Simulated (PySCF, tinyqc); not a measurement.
Worked calculation: CIS and TDHF on RHF in the sto-3g basis, for HF, spin multiplicity 1. The lowest restricted solution is unstable here: a spin-polarised one lies 0.0339 hartree lower (PySCF). Computed by tinyqc, a small Python program that keeps every step (integrals from PySCF). Settings: charge = 0, multiplicity = 1, basis = sto-3g, method = RHF, energy threshold = 1e-10, iteration cap = 89, orthogonalisation = symmetric, start = Wolfsberg-Helmholz matrix, DIIS depth = 6, TDHF = 1. Command: `OMP_NUM_THREADS=1 python tinyqc.py 20888 20889 out.jsonl` (the two numbers bound the seeds that draw the settings). One thread of a shared host (Intel(R) Xeon(R) Processor @ 2.60GHz), about 0.07 s of CPU time with the checks. The early iterations of the SCF are left out here.

## One-electron integrals

Geometry (angstrom):
```
atom,x,y,z
F,0.000000,0.000000,0.000000
H,0.000000,0.000000,1.415000
```

Basis sto-3g: exponents (1/bohr^2) and contraction coefficients of normalised primitives:
```
element,l (shell),exponent,coefficient
F,s (1),166.679130,0.154329
F,s (1),30.360812,0.535328
F,s (1),8.216821,0.444635
F,s (2),6.464803,-0.099967
F,s (2),1.502281,0.399513
F,s (2),0.488588,0.700115
F,p (3),6.464803,0.155916
F,p (3),1.502281,0.607684
F,p (3),0.488588,0.391957
H,s (1),3.425251,0.154329
H,s (1),0.623914,0.535328
H,s (1),0.168855,0.444635
```

Overlap, kinetic and nuclear-attraction integrals over the contracted functions; the nuclear repulsion is the sum of Za Zb / Rab.

nuclear repulsion = 3.36579145 hartree

overlap S, lower triangle:
```
,1F 1s,1F 2s,1F 2px,1F 2py,1F 2pz,2H 1s
1F 1s,1.000000
1F 2s,0.237990,1.000000
1F 2px,0.000000,0.000000,1.000000
1F 2py,0.000000,0.000000,0.000000,1.000000
1F 2pz,0.000000,0.000000,0.000000,0.000000,1.000000
2H 1s,0.015402,0.191884,0.000000,0.000000,0.175837,1.000000
```

kinetic energy T (hartree), lower triangle:
```
,1F 1s,1F 2s,1F 2px,1F 2py,1F 2pz,2H 1s
1F 1s,36.984577
1F 2s,-0.212858,1.037995
1F 2px,0.000000,0.000000,3.248015
1F 2py,0.000000,0.000000,0.000000,3.248015
1F 2pz,0.000000,0.000000,0.000000,0.000000,3.248015
2H 1s,-0.004892,-0.008650,0.000000,0.000000,0.034013,0.760032
```

nuclear attraction V (hartree), lower triangle:
```
,1F 1s,1F 2s,1F 2px,1F 2py,1F 2pz,2H 1s
1F 1s,-77.383556
1F 2s,-9.265811,-11.915139
1F 2px,0.000000,0.000000,-11.810685
1F 2py,0.000000,0.000000,0.000000,-11.810685
1F 2pz,-0.006324,-0.079043,0.000000,0.000000,-11.846784
2H 1s,-0.613993,-1.564999,0.000000,0.000000,-1.204960,-4.572862
```

core Hamiltonian H = T + V (hartree), lower triangle:
```
,1F 1s,1F 2s,1F 2px,1F 2py,1F 2pz,2H 1s
1F 1s,-40.398980
1F 2s,-9.478669,-10.877143
1F 2px,0.000000,0.000000,-8.562670
1F 2py,0.000000,0.000000,0.000000,-8.562670
1F 2pz,-0.006324,-0.079043,0.000000,0.000000,-8.598769
2H 1s,-0.618885,-1.573650,0.000000,0.000000,-1.170947,-3.812830
```

## Two-electron integrals

Functions are numbered as in S; the eight-fold symmetry (ij|kl) = (ji|kl) = (kl|ij) leaves the list below.

Two-electron integrals (ij|kl) in chemists' order, unique and non-zero (hartree):
```
i,j,k,l,(ij|kl)
1,1,1,1,5.403501
2,1,1,1,0.841920
2,1,2,1,0.156299
2,2,1,1,1.268028
2,2,2,1,0.292344
2,2,2,2,0.926167
3,1,3,1,0.027998
3,2,3,1,0.043169
3,2,3,2,0.204588
3,3,1,1,1.264502
3,3,2,1,0.292403
3,3,2,2,0.925959
3,3,3,3,0.997514
4,1,4,1,0.027998
4,2,4,1,0.043169
4,2,4,2,0.204588
4,3,4,3,0.053770
4,4,1,1,1.264502
4,4,2,1,0.292403
4,4,2,2,0.925959
4,4,3,3,0.889973
4,4,4,4,0.997514
5,1,5,1,0.027998
5,2,5,1,0.043169
5,2,5,2,0.204588
5,3,5,3,0.053770
5,4,5,4,0.053770
5,5,1,1,1.264502
5,5,2,1,0.292403
5,5,2,2,0.925959
5,5,3,3,0.889973
5,5,4,4,0.889973
5,5,5,5,0.997514
6,1,1,1,0.055125
6,1,2,1,0.010155
6,1,2,2,0.018904
6,1,3,3,0.018879
6,1,4,4,0.018879
6,1,5,1,0.000383
6,1,5,2,0.000727
6,1,5,5,0.018957
6,1,6,1,0.000666
6,2,1,1,0.160462
6,2,2,1,0.037582
6,2,2,2,0.135576
6,2,3,3,0.133570
6,2,4,4,0.133570
6,2,5,1,0.002495
6,2,5,2,0.020857
6,2,5,5,0.139452
6,2,6,1,0.002477
6,2,6,2,0.025986
6,3,3,1,0.003676
6,3,3,2,0.022800
6,3,5,3,0.004221
6,3,6,3,0.003628
6,4,4,1,0.003676
6,4,4,2,0.022800
6,4,5,4,0.004221
6,4,6,4,0.003628
6,5,1,1,0.118274
6,5,2,1,0.028031
6,5,2,2,0.108476
6,5,3,3,0.104142
6,5,4,4,0.104142
6,5,5,1,0.005251
6,5,5,2,0.038098
6,5,5,5,0.117021
6,5,6,1,0.001909
6,5,6,2,0.025667
6,5,6,5,0.028865
6,6,1,1,0.371738
6,6,2,1,0.088429
6,6,2,2,0.368823
6,6,3,3,0.359054
6,6,4,4,0.359054
6,6,5,1,0.006047
6,6,5,2,0.072738
6,6,5,5,0.388149
6,6,6,1,0.005838
6,6,6,2,0.097871
6,6,6,5,0.113810
6,6,6,6,0.774606
```

## Orthogonalisation

S = U s U^T; symmetric (Loewdin) form X = U s^(-1/2) U^T, so that X^T S X = 1.

eigenvalues of S: 0.678625  0.864903  1.000000  1.000000  1.119808  1.336663

X, lower triangle:
```
,1F 1s,1F 2s,1F 2px,1F 2py,1F 2pz,2H 1s
1F 1s,1.022418
1F 2s,-0.125275,1.037493
1F 2px,0.000000,0.000000,1.000000
1F 2py,0.000000,0.000000,0.000000,1.000000
1F 2pz,-0.001662,0.013681,0.000000,0.000000,1.012208
2H 1s,0.010467,-0.102530,0.000000,0.000000,-0.091894,1.026992
```

## Starting guess

The start is the generalised Wolfsberg-Helmholz matrix (K = 1.75) built on H; D = 2 C_occ C_occ^T.

D at the start, lower triangle:
```
,1F 1s,1F 2s,1F 2px,1F 2py,1F 2pz,2H 1s
1F 1s,2.110959
1F 2s,-0.467245,1.975492
1F 2px,0.000000,0.000000,2.000000
1F 2py,0.000000,0.000000,0.000000,2.000000
1F 2pz,0.025723,-0.095158,0.000000,0.000000,1.940049
2H 1s,-0.085348,0.266564,0.000000,0.000000,0.137446,0.047893
```

## Iteration 6 (converged): orbitals

converged F (hartree), lower triangle:
```
,1F 1s,1F 2s,1F 2px,1F 2py,1F 2pz,2H 1s
1F 1s,-25.924137
1F 2s,-6.626426,-3.012156
1F 2px,0.000000,0.000000,-0.465352
1F 2py,0.000000,0.000000,0.000000,-0.465352
1F 2pz,-0.011791,-0.007421,0.000000,0.000000,-0.178013
2H 1s,-0.438599,-0.464621,0.000000,0.000000,-0.358756,-0.211293
```

Diagonalise F' = X^T F X, C = X C', fill 5 alpha and 5 beta electrons from the bottom; D = 2 C_occ C_occ^T. Each column has its largest component positive (the first on a tie).

F' = X^T F X (hartree), lower triangle:
```
,1,2,3,4,5,6
1,-25.457445
2,-3.385512,-1.840445
3,0.000000,0.000000,-0.465352
4,0.000000,0.000000,0.000000,-0.465352
5,-0.023664,0.041385,0.000000,0.000000,-0.116895
6,-0.013425,-0.231069,0.000000,0.000000,-0.345953,-0.088624
```

orbital energies (hartree): MO1 -25.933270, MO2 -1.404064, MO3 -0.465352, MO4 -0.465352, MO5 -0.433046, MO6 0.266972

coefficients C:
```
,MO1,MO2,MO3,MO4,MO5,MO6
1F 1s,0.995050,-0.260817,0.000000,0.000000,0.037482,0.039876
1F 2s,0.020158,1.011355,0.000000,0.000000,-0.188974,-0.209352
1F 2px,0.000000,0.000000,0.989361,-0.145481,0.000000,0.000000
1F 2py,0.000000,0.000000,0.145481,0.989361,0.000000,0.000000
1F 2pz,0.000813,0.010485,0.000000,0.000000,0.686857,-0.749210
2H 1s,-0.002153,0.075320,0.000000,0.000000,0.623233,0.824428
```

D after iteration 6, lower triangle:
```
,1F 1s,1F 2s,1F 2px,1F 2py,1F 2pz,2H 1s
1F 1s,2.119110
1F 2s,-0.501607,2.117912
1F 2px,0.000000,0.000000,2.000000
1F 2py,0.000000,0.000000,0.000000,2.000000
1F 2pz,0.047637,-0.238355,0.000000,0.000000,0.943767
2H 1s,0.003146,-0.083287,0.000000,0.000000,0.857720,0.788193
```

Within a degenerate level the vectors are fixed only up to a rotation; this is one choice.

## Convergence

Stop when the energy changes by less than 1e-10 hartree and every element of the error matrix X^T (F D S - S D F) X is below 3e-06.

Course of the cycle:
```
iteration,E (hartree),change,largest element of the error matrix
1,-98.07128866,-,4.14e-01
2,-98.43770270,-3.66e-01,1.20e-01
3,-98.44630841,-8.61e-03,5.42e-03
4,-98.44634552,-3.71e-05,8.26e-04
5,-98.44634603,-5.14e-07,8.46e-06
6,-98.44634603,-5.05e-11,9.69e-08
```

PySCF RHF in the same basis = -98.44634603 hartree

Converged in 6 iterations.

## Populations, bond orders and dipole

Mulliken: Z minus the diagonal of D S on the atom; Loewdin: the same with S^(1/2) D S^(1/2); Mayer order: 2 sum_s sum (D(s) S)_ij (D(s) S)_ji over the two atoms.

Charges (e):
```
atom,Mulliken,Loewdin
1F,-0.076921,-0.067519
2H,0.076921,0.067519
```

Mayer bond orders:
```
pair,order
2-1,0.994083
```

dipole moment about the origin, x y z (debye): 0.000000  0.000000  0.926617

## Integrals over molecular orbitals

(pq|rs) = sum C_ip C_jq C_kr C_ls (ij|kl), one index at a time.

one-electron integrals over orbitals h = C^T H C (hartree), lower triangle:
```
,1,2,3,4,5,6
1,-40.381927
2,0.728481,-9.114682
3,0.000000,0.000000,-8.562670
4,0.000000,0.000000,0.000000,-8.562670
5,-0.098218,0.413889,0.000000,0.000000,-6.489104
6,-0.109413,0.612860,0.000000,0.000000,2.420813,-5.876228
```

Two-electron integrals over orbitals (pq|rs), unique and non-zero (hartree):
```
p,q,r,s,(pq|rs)
1,1,1,1,5.364971
2,1,1,1,-0.526627
2,1,2,1,0.081452
2,2,1,1,1.244326
2,2,2,1,-0.023463
2,2,2,2,0.881710
3,1,3,1,0.029518
3,2,3,1,0.040383
3,2,3,2,0.191753
3,3,1,1,1.264030
3,3,2,1,-0.015281
3,3,2,2,0.900772
3,3,3,3,0.997514
4,1,4,1,0.029518
4,2,4,1,0.040383
4,2,4,2,0.191753
4,3,4,3,0.053770
4,4,1,1,1.264030
4,4,2,1,-0.015281
4,4,2,2,0.900772
4,4,3,3,0.889973
4,4,4,4,0.997514
5,1,1,1,0.074978
5,1,2,1,-0.011392
5,1,2,2,0.004399
5,1,3,3,0.002224
5,1,4,4,0.002224
5,1,5,1,0.015962
5,2,1,1,-0.098102
5,2,2,1,0.003685
5,2,2,2,-0.044331
5,2,3,3,-0.055229
5,2,4,4,-0.055229
5,2,5,1,0.020432
5,2,5,2,0.123335
5,3,3,1,-0.005224
5,3,3,2,-0.021348
5,3,5,3,0.031926
5,4,4,1,-0.005224
5,4,4,2,-0.021348
5,4,5,4,0.031926
5,5,1,1,0.847681
5,5,2,1,-0.008035
5,5,2,2,0.662729
5,5,3,3,0.648610
5,5,4,4,0.648610
5,5,5,1,-0.001218
5,5,5,2,-0.006524
5,5,5,5,0.643945
6,1,1,1,0.080645
6,1,2,1,-0.012786
6,1,2,2,0.002764
6,1,3,3,0.002414
6,1,4,4,0.002414
6,1,5,1,-0.013348
6,1,5,2,-0.022308
6,1,5,5,0.003697
6,1,6,1,0.017958
6,2,1,1,-0.117597
6,2,2,1,0.003298
6,2,2,2,-0.065551
6,2,3,3,-0.065858
6,2,4,4,-0.065858
6,2,5,1,-0.019905
6,2,5,2,-0.085371
6,2,5,5,-0.019112
6,2,6,1,0.019616
6,2,6,2,0.091320
6,3,3,1,-0.005336
6,3,3,2,-0.022038
6,3,5,3,-0.024237
6,3,6,3,0.028095
6,4,4,1,-0.005336
6,4,4,2,-0.022038
6,4,5,4,-0.024237
6,4,6,4,0.028095
6,5,1,1,-0.445304
6,5,2,1,0.007334
6,5,2,2,-0.264001
6,5,3,3,-0.266310
6,5,4,4,-0.266310
6,5,5,1,0.001182
6,5,5,2,0.067320
6,5,5,5,-0.084158
6,5,6,1,-0.003873
6,5,6,2,0.027034
6,5,6,5,0.253732
6,6,1,1,0.814427
6,6,2,1,-0.008650
6,6,2,2,0.620840
6,6,3,3,0.607793
6,6,4,4,0.607793
6,6,5,1,0.007955
6,6,5,2,0.035870
6,6,5,5,0.630346
6,6,6,1,-0.005912
6,6,6,2,-0.045646
6,6,6,5,-0.030470
6,6,6,6,0.651318
```

## CIS matrix, singlets

A(ia,jb) = (e_a - e_i) d_ij d_ab + 2 (ia|jb) - (ij|ab).

CIS matrix A, singlet (hartree), lower triangle:
```
,1>6,2>6,3>6,4>6,5>6
1>6,25.421730
2>6,0.047881,1.232836
3>6,0.000000,0.000000,0.180720
4>6,0.000000,0.000000,0.000000,0.180720
5>6,-0.015701,0.018198,0.000000,0.000000,0.577136
```

## CIS singlet states

dipole integrals <i|r|a> (bohr):
```
,x,y,z
1>6,0.000000,0.000000,-0.042852
2>6,0.000000,0.000000,-0.130296
3>6,-0.017250,-0.002536,0.000000
4>6,0.002536,-0.017250,0.000000
5>6,0.000000,0.000000,1.352822
```

Diagonalise A (1 hartree = 27.211386 eV); each vector has its largest component positive (the first on a tie). The transition dipole is mu = sqrt2 sum c_ia <i|r|a>.

singlet excitation energies (eV): 4.917644  4.917644  15.690627  33.558389  691.763359

lowest vectors:
```
,state 1,state 2,state 3,state 4,state 5
1>6,0.000000,0.000000,0.000685,-0.001961,0.999998
2>6,0.000000,0.000000,-0.027770,0.999612,0.001979
3>6,-0.032228,0.999481,0.000000,0.000000,0.000000
4>6,0.999481,0.032228,0.000000,0.000000,0.000000
5>6,0.000000,0.000000,0.999614,0.027772,-0.000630
```

oscillator strengths 2/3 w |mu|^2: 0.000073  0.000073  1.413438  0.014097  0.065511

Within a degenerate level the vectors are fixed only up to a rotation; this is one choice.

## TDHF (RPA) singlet states

B(ia,jb) = 2 (ia|jb) - (ib|ja); the squared energies are the eigenvalues of (A - B)(A + B); 1 hartree = 27.211386 eV.

TDHF matrix B, singlet (hartree), lower triangle:
```
,1>6,2>6,3>6,4>6,5>6
1>6,0.017958
2>6,0.019616,0.091320
3>6,0.000000,0.000000,0.028095
4>6,0.000000,0.000000,0.000000,0.028095
5>6,-0.003873,0.027034,0.000000,0.000000,0.253732
```

squared energies w^2 (hartree^2): 0.031870  0.031870  0.268191  1.510997  646.268571

TDHF energies from the positive w^2 (eV): 4.857855  4.857855  14.092008  33.448949  691.762770

## CIS matrix, triplets

A(ia,jb) = (e_a - e_i) d_ij d_ab - (ij|ab).

CIS matrix A, triplet (hartree), lower triangle:
```
,1>6,2>6,3>6,4>6,5>6
1>6,25.385815
2>6,0.008650,1.050196
3>6,0.000000,0.000000,0.124530
4>6,0.000000,0.000000,0.000000,0.124530
5>6,-0.007955,-0.035870,0.000000,0.000000,0.069672
```

## CIS triplet states

Diagonalise A (1 hartree = 27.211386 eV); each vector has its largest component positive (the first on a tie).

triplet excitation energies (eV): 1.860139  3.388633  3.388633  28.612866  690.783358

lowest vectors:
```
,state 1,state 2,state 3,state 4,state 5
1>6,0.000302,0.000000,0.000000,-0.000367,1.000000
2>6,0.036506,0.000000,0.000000,0.999333,0.000356
3>6,0.000000,-0.001086,0.999999,0.000000,0.000000
4>6,0.000000,0.999999,0.001086,0.000000,0.000000
5>6,0.999333,0.000000,0.000000,-0.036506,-0.000315
```

Within a degenerate level the vectors are fixed only up to a rotation; this is one choice.

## TDHF (RPA) triplet states

B(ia,jb) = - (ib|ja); the squared energies are the eigenvalues of (A - B)(A + B); 1 hartree = 27.211386 eV.

TDHF matrix B, triplet (hartree), lower triangle:
```
,1>6,2>6,3>6,4>6,5>6
1>6,-0.017958
2>6,-0.019616,-0.091320
3>6,0.000000,0.000000,-0.028095
4>6,0.000000,0.000000,0.000000,-0.028095
5>6,0.003873,-0.027034,0.000000,0.000000,-0.253732
```

squared energies w^2 (hartree^2): -0.060719  0.014718  0.014718  1.096842  644.438772

TDHF energies from the positive w^2 (eV): 3.301267  3.301267  28.498550  690.782772

A + B or A - B has a negative eigenvalue: the restricted solution is unstable towards a spin-polarised one, a negative w^2 means an imaginary energy, and the lowest roots have no physical meaning.
